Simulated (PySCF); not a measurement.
Species: 2,2-dichloroethanol, C2H4Cl2O.
Bonds: O1–C2, C2–C3, C3–Cl4, C3–Cl5. Hydrogens: H6 on O1; H7, H8 on C2; H9 on C3.

The same species was optimised twice, with GFN2-xTB and with PBE0-D3(BJ)/def2-SVP (PySCF), and the same property calculations (PySCF, gas phase) were run on both structures.

```csv
coordinate,GFN2-xTB,PBE0-D3(BJ)/def2-SVP,change
C2–C3 (Å),1.529,1.520,-0.009
C2–H7 (Å),1.099,1.108,+0.009
C2–H8 (Å),1.093,1.101,+0.008
O1–C2 (Å),1.394,1.388,-0.006
C3–H9 (Å),1.092,1.097,+0.005
C3–Cl5 (Å),1.786,1.790,+0.004
O1–H6 (Å),0.967,0.966,-0.001
C3–Cl4 (Å),1.771,1.771,0.000
O1–C2–H7 (°),111.9,113.7,+1.8
C2–O1–H6 (°),108.9,107.3,-1.6
O1–C2–H8 (°),106.4,107.9,+1.5
Cl4–C3–Cl5 (°),109.7,111.2,+1.5
H7–C2–H8 (°),108.9,107.6,-1.3
C3–C2–H7 (°),109.2,107.9,-1.3
C3–C2–H8 (°),108.9,107.6,-1.3
Cl5–C3–H9 (°),107.0,106.2,-0.8
O1–C2–C3–Cl4 (°),175,178,+3
```

Rotational constants: A = 3817, B = 2379, C = 1533 MHz (GFN2-xTB) against A = 3849, B = 2376, C = 1535 MHz (PBE0-D3(BJ)/def2-SVP). Point groups within 0.08 Å: C1 and C1.

On the GFN2-xTB structure: HOMO (eV) -8.45 [PBE0/pcSseg-1]; LUMO (eV) -0.10 [PBE0/pcSseg-1]; dipole (D) 0.45 [PBE0/pcSseg-1]; GIAO shielding of O1 (ppm) 293.5 [PBE0/pcSseg-1]; GIAO shielding of C2 (ppm) 112.2 [PBE0/pcSseg-1]; GIAO shielding of C3 (ppm) 98.6 [PBE0/pcSseg-1]; GIAO shielding of Cl4/Cl5 (mean) (ppm) 718.0 [PBE0/pcSseg-1].

Task: What do these properties become on the PBE0-D3(BJ)/def2-SVP structure?

Result: 
```tsv
property	level	on GFN2-xTB	on PBE0-D3(BJ)/def2-SVP	change
HOMO (eV)	PBE0/pcSseg-1	-8.45	-8.48	-0.03
LUMO (eV)	PBE0/pcSseg-1	-0.10	-0.16	-0.06
dipole (D)	PBE0/pcSseg-1	0.45	0.38	-0.07
energy, GFN2-xTB geometry as zero (kcal/mol)	PBE0/pcSseg-1	0.0	-0.1	-0.1
GIAO shielding of O1 (ppm)	PBE0/pcSseg-1	293.5	292.9	-0.6
GIAO shielding of C2 (ppm)	PBE0/pcSseg-1	112.2	113.1	+0.9
GIAO shielding of C3 (ppm)	PBE0/pcSseg-1	98.6	97.3	-1.3
GIAO shielding of Cl4/Cl5 (mean) (ppm)	PBE0/pcSseg-1	718.0	724.0	+6.0
```

The heavy atoms differ by 0.025 Å rms after alignment. Among all bonds C2–C3, C2–H7 and C2–H8 change most and about equally (-0.009 to +0.009 Å). Changes are differences of the printed values. Neither structure is proved a minimum here.

The values belong to the conformer `[OH:1][CH2:2][CH:3]([Cl:4])[Cl:5]`: O1–C2–C3–Cl4 178°, H–O1–C2–C3 60°.
